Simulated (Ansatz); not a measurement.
**What each rung costs, and what it gives**

The pair of NH₄⁺ (SMILES [NH4+], atoms 1–5) and SiH₃F (SMILES [SiH3]F, atoms 6–10), both closed shells, in one local arrangement (a lower one may exist), relaxed at PBE0-D4/def2-TZVP:

```xyz
10
angstrom
N 0.1160 0.0446 -2.1125
H 1.0317 -0.2905 -2.4149
H -0.0182 1.0004 -2.4455
H 0.0587 0.0227 -1.0707
H -0.6087 -0.5542 -2.5107
Si -0.1215 -0.0467 2.2102
F -0.0306 -0.0115 0.5560
H 0.7802 1.0260 2.6697
H 0.3324 -1.3964 2.5936
H -1.5400 0.2056 2.5248
```

Interaction energies are counterpoise-corrected; the time is that of the whole pair.

Program: Ansatz 0.2.0. Basis: as named in each row. Cores are frozen in the correlated methods. B3LYP uses VWN-RPA correlation. Extrapolation: Hartree–Fock as exp(−7.88 √X), correlation as X^−2.97.

Times are rough, for one single point on 4 threads of a shared host (Arm Neoverse V1).

The estimate by CCSD(T) at an estimated basis limit (MP2 extrapolated from triple and quadruple zeta, plus CCSD(T) − MP2 in triple zeta) is -0.722 eV.

| method | basis | time (s) | interaction energy (eV) | method less estimate |
| --- | --- | --- | --- | --- |
| HF | STO-3G | under 1 | -0.844 | -0.122 |
| PBE-D4 | STO-3G | under 1 | -1.007 | -0.285 |
| SPW92 | def2-SVP | under 1 | -0.881 | -0.159 |
| B3LYP-D4 | 6-31G | under 1 | -1.027 | -0.305 |
| PBE-D4 | def2-SVP | under 1 | -0.746 | -0.024 |
| PBE0-D4 | def2-SVP | under 1 | -0.775 | -0.053 |
| CCSD(T) | def2-SVP | 1 | -0.694 | 0.028 |
| PBE-D4 | def2-TZVPPD | 2 | -0.715 | 0.007 |
| revPBE-D4 | def2-TZVPPD | 2 | -0.657 | 0.065 |
| BLYP-D4 | def2-TZVPPD | 2 | -0.701 | 0.021 |
| PBE0-D4 | def2-TZVPPD | 2 | -0.735 | -0.013 |
| B3LYP-D4 | def2-TZVPPD | 2 | -0.733 | -0.011 |
| HSE06-D4 | def2-TZVPPD | 2 | -0.733 | -0.011 |
| wB97M-V | def2-SVP | 2 | -0.759 | -0.037 |
| r2SCAN-D4 | def2-TZVPPD | 3 | -0.708 | 0.015 |
| B2PLYP | def2-TZVPPD | 4 | -0.707 | 0.015 |
| wB97X-V | def2-TZVPPD | 5 | -0.711 | 0.011 |
| wB97M-V | def2-TZVPPD | 6 | -0.710 | 0.013 |
| B97M-V | def2-TZVPPD | 6 | -0.690 | 0.032 |
| MP2 | def2-QZVPPD | 14 | -0.708 | 0.014 |
| CCSD(T) | def2-TZVPPD | 74 | -0.698 | 0.024 |

No T1 diagnostic of these runs exceeds 0.012.
